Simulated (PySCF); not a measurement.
Gas-phase reaction: 5 Si2H6 + 2 Si ⇌ 6 Si2H5

Method: PySCF energies plus ideal-gas RRHO corrections (1 bar). † marks an energy on the PBE0/def2-TZVP geometry and frequencies; other levels use their own. CCSD(T) freezes the core. 6-31G* has spherical d functions here. Open shells (unrestricted): Si (multiplicity 3, electronic degeneracy 9), Si2H5 (multiplicity 2); the rest are closed-shell singlets. Spin-orbit splitting is ignored; it lowers the true energy and changes the entropy of Si. Si2H5: computed as isolated molecules; such fragments, hydroxides, amides, oligomers or adducts are transient or little studied in the gas. CCSD(T) isn't extrapolated to the basis-set limit; its ΔH°(298 K) is 121.8 kJ in def2-SVP and 103.6 kJ in def2-TZVPP. The harmonic model lacks anharmonicity and excited electronic states, which grow with temperature; levels with a mode under 35 cm⁻¹ are left out. Internal rotation in Si2H6, Si2H5 is treated as a harmonic vibration of one conformer, which makes the entropy rough.

```csv
level,"ΔE electronic, kJ","ΔH°(298 K), kJ","ΔS°(298 K), J/K","ΔG°(1600 K), kJ"
CCSD(T)/def2-SVP†,140,122,45,42
HF/6-31G*,118,100,42,24
M06-2X/def2-TZVP†,60,42,45,-38
PBE/def2-SVP,35,17,48,-68
ωB97M-V/def2-TZVP†,119,101,45,22
```
ΔH° is lowest at PBE/def2-SVP and highest at CCSD(T)/def2-SVP†. No reference value is set beside these.
